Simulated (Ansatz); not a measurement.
A made-up structure of CH4NS (charge +1), closed shell:

```
7
angstrom
N -0.7999 0.3335 -0.6880
C -0.0070 -0.0776 0.2494
S 1.6565 -0.2582 0.0527
H -1.7931 0.4244 -0.5171
H 2.7422 -0.0997 -0.7509
H -0.4597 -0.3137 1.2083
H 1.8747 -0.6861 1.3097
```

It is relaxed with PBE-D4/def2-SVP and then PBE0-D4/def2-TZVP (Ansatz 0.2.0). Atoms count as bonded within 1.22 times the sum of their covalent radii (H–H: 0.88 Å). The end point is not checked to be a true minimum.

Task: Does its bonding change? (A judgement: the text doesn't fix the answer.)

Result: The calculation gives: No: no bond forms or breaks.

Where it ends: The first stage lowers the energy by 1.98 eV in 16 steps. It ends as CH₄NS ([NH][CH][SH2]), total charge +1:
```tsv
atom	x (Å)	y (Å)	z (Å)
N1	-0.4626	0.4561	-0.6419
C2	-0.1060	-0.2511	0.3014
S3	1.6530	-0.8613	0.2164
H4	-1.4413	0.7497	-0.6121
H5	2.0198	-0.0234	-0.7825
H6	-0.6210	-0.6518	1.1765
H7	2.1718	-0.0956	1.2065
```

Labels in which every atom is bracketed show which atoms are joined, not bond orders.

For scale, one of the runs: PBE0-D4/def2-TZVP relaxation, 123 basis functions, launched by `ansatz run in.yaml --threads 2 --pin off --events-out ev --progress --plain --max-ram 4352MiB`. Hardware: 2 CPU threads of an Arm Neoverse V1, shared host. Wall time about 17 s.
